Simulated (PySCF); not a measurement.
Molecule: SMILES CC(C)(C)S, C₄H₁₀S.

Geometry (Å), atoms numbered from 1 in this order:
```xyz
15

C     0.7512    0.8281   -0.9097
C     0.0895    0.0059    0.1912
C    -0.3512   -1.3556   -0.3347
C    -1.0994    0.7614    0.7814
S     1.2643   -0.2155    1.6010
H     0.0407    1.0017   -1.7359
H     1.0851    1.8031   -0.5268
H     1.6272    0.3065   -1.3253
H    -0.8036   -1.9599    0.4648
H    -1.0936   -1.2310   -1.1412
H     0.5005   -1.9186   -0.7470
H    -1.5739    0.1874    1.5918
H    -0.7911    1.7382    1.1843
H    -1.8544    0.9365   -0.0014
H     2.2084   -0.8888    0.9074
```

Geometry PBE0-D3(BJ)/def2-SVP throughout; GIAO in PySCF 2.14.0 with density-fitted response routines, gas phase, one conformer, non-relativistic; equivalent atoms averaged; basis pcSseg-1.

**Question.** How do the absolute shieldings σ depend on the functional? (ppm; last column core-seconds on shared hosts with different chips, so compare them loosely)

**Answer.** 
| functional | kind | C2 | C1/C3/C4 | S5 | H15 | H6/H7/H8/H9/H10/H11/H12/H13/H14 | core-s |
| --- | --- | --- | --- | --- | --- | --- | --- |
| HF | Hartree–Fock | 155.5 | 157.5 | 518.7 | 29.98 | 30.43 | 4.5 |
| LDA | LDA | 131.0 | 142.0 | 416.5 | 28.74 | 29.37 | 12 |
| PBE | GGA | 132.0 | 142.8 | 435.4 | 29.40 | 29.78 | 15 |
| BLYP | GGA | 125.5 | 137.6 | 410.5 | 29.76 | 29.94 | 15 |
| BP86 | GGA | 131.1 | 142.4 | 432.3 | 29.46 | 29.83 | 15 |
| OPBE | GGA | 140.7 | 150.7 | 474.9 | 29.39 | 29.86 | 15 |
| KT2 | GGA | 135.4 | 146.2 | 466.4 | 29.36 | 29.72 | 15 |
| KT3 | GGA | 135.7 | 147.0 | 469.4 | 29.68 | 29.93 | 15 |
| B97-D | GGA | 131.0 | 142.8 | 437.1 | 29.71 | 29.98 | 15 |
| B3LYP | global hybrid | 132.5 | 142.4 | 433.8 | 29.72 | 30.01 | 9.6 |
| PBE0 | global hybrid | 140.1 | 148.3 | 463.0 | 29.41 | 29.90 | 10 |
| mPW1PW91 | global hybrid | 139.3 | 147.5 | 459.8 | 29.51 | 29.95 | 9.7 |
| WP04 | global hybrid | 122.0 | 137.4 | 412.0 | 30.18 | 30.27 | 16 |
| B97-2 | global hybrid | 139.0 | 148.1 | 464.3 | 29.59 | 30.01 | 15 |
| BHandHLYP | global hybrid | 141.5 | 148.4 | 465.2 | 29.74 | 30.12 | 15 |
| CAM-B3LYP | range-separated hybrid | 138.7 | 146.1 | 443.8 | 29.58 | 29.99 | 18 |
| wB97X-D | range-separated hybrid | 141.5 | 148.4 | 457.8 | 29.54 | 30.04 | 19 |
| LC-wPBE | range-separated hybrid | 149.7 | 153.9 | 474.3 | 29.41 | 30.04 | 27 |

**Question.** Which nucleus moves most, in ppm?

**Answer.** S5 (thiol sulfur): from 410.5 ppm with BLYP to 518.7 ppm with HF. The smallest spread is 1.06 ppm, at H6/H7/H8/H9/H10/H11/H12/H13/H14. Proton shifts span only some 12 ppm, so a few tenths of a ppm matter as much there as several ppm in carbon.
